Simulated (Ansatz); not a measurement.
# ClF− (doublet): relaxing a cheap start

Where does this start of ClF− (doublet) end when it is relaxed?

Computed with Ansatz 0.2.0, Gaussian basis. Level: UKS PBE0/def2-TZVPD.

### 1 The starting structure

2 atoms, charge -1, spin multiplicity 2.

Atoms are counted from 1 here; the program's logs count them from 0.

Bond lengths: F1–Cl2 1.479 Å.

The start is set by covalent radii. Sticks and bond lists go by distance. 

### 2 Relaxation

The input, in.yaml:

```yaml
crystal:
  periodic: [false, false, false]
  atoms:
    - {symbol: F, position_ang: [0.000000, 0.000000, 0.000000]}
    - {symbol: Cl, position_ang: [0.000000, 0.000000, 1.478700]}
basis:
  gaussian: {orbitals: def2-TZVPD}
total_charge: -1
magnetization: {spin_polarized: true, initial_magnetization: 1}
hamiltonian: {xc: pbe0}
relax: {f_tol: 0.004, max_steps: 80}
```

The run is started by

```console
$ ansatz run in.yaml --threads 1 --pin off --events-out ev --progress --plain --max-ram 2176MiB
```

**Question.** What will these runs give? Wanted: energy gained; shift from the start; total energy; ⟨S²⟩.

As calculated:

| quantity | value |
| --- | --- |
| steps | 7 |
| energy gained | 3.370 eV |
| shift from the start (rms) | 0.373 Å |
| total energy | -15234.6297 eV |
| ⟨S²⟩ | 0.756 |

In words: By distance, F1–Cl2 opened. F1–Cl2 went from 1.479 to 2.225 Å. No vibrations were run, so this is a stationary point, not a proven minimum, and this spin need not be the ground state's.
